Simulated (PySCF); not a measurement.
# A survey of ¹⁷O NMR shifts

- shieldings: GIAO PBE0/pcSseg-1
- geometry from PBE0-D3(BJ)/def2-SVP
- code: PySCF
- rapidly exchanging positions averaged, in vacuum, non-relativistic Hamiltonian, one conformer

Shieldings were converted by a linear fit to measured shifts: ¹⁷O (scatter 13.5 ppm rms, 14.3 ppm with the 1 outlier that the fit left out vs liquid water, solution or neat liquid). Occasional misses reach two or three times the rms, and more in compound classes unlike the fitted ones.

Give the ¹⁷O shifts of `O[SiH]1OCCCO1`, `CO[SiH2]OCC=O`, `C=C(C)C=O`, `O=C(F)F`.

Answers


```
                                      compound                                              environment  δ (ppm)
[OH:1][SiH:2]1[O:3][CH2:4][CH2:5][CH2:6][O:7]1  O3/7: oxygen bonded to C, Si, in a 6-membered ring (×2)     23.1
[OH:1][SiH:2]1[O:3][CH2:4][CH2:5][CH2:6][O:7]1                               O1: oxygen bonded to Si, H     20.6
  [CH3:1][O:2][SiH2:3][O:4][CH2:5][CH:6]=[O:7]                                      O7: aldehyde oxygen    589.8
  [CH3:1][O:2][SiH2:3][O:4][CH2:5][CH:6]=[O:7]                               O4: oxygen bonded to C, Si      2.8
  [CH3:1][O:2][SiH2:3][O:4][CH2:5][CH:6]=[O:7]                               O2: oxygen bonded to C, Si    -15.8
                                     C=C(C)C=O                                          aldehyde oxygen    579.0
                                       O=C(F)F                                          carbonyl oxygen    253.3
```
